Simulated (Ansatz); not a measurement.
Results of HSE06 (plane waves, PAW; Ansatz, an electronic-structure program) for hexagonal-diamond Ge (model structure).

Numerical settings: plane-wave cutoff 500 eV, 6×6×4 k mesh (along the axes of the cell as run), gaussian smearing 0.02 eV, scalar-relativistic PAW data made under PBE.

Cell (relaxed at this level):

```cif
data_Ge4
_chemical_formula_sum 'Ge4'
_space_group_name_H-M_alt 'P63/mmc'
_space_group_IT_number 194
_space_group_name_Hall '-P 6c 2c'
_cell_length_a 4.00643
_cell_length_b 4.00643
_cell_length_c 6.60087
_cell_angle_alpha 90.000
_cell_angle_beta 90.000
_cell_angle_gamma 120.000
loop_
_atom_site_label
_atom_site_type_symbol
_atom_site_symmetry_multiplicity
_atom_site_Wyckoff_symbol
_atom_site_fract_x
_atom_site_fract_y
_atom_site_fract_z
_atom_site_occupancy
Ge1 Ge 4 f 0.33333 0.66667 0.06272 1
```

**Question.** What does this level give for the band gap?

**Answer.** 
band gap: 0.35 eV (on the SCF k mesh)

Note: the relaxation could raise the start's symmetry but not lower it, so the cell can be a saddle point.

Spin–orbit coupling is not included.

Computed values are for the static lattice.

The result took very roughly 7 core-minutes.

A model structure was made by putting elements into a prototype or built by hand; it is no filed structure, need not be a known phase, and can be a saddle point held by its symmetry.
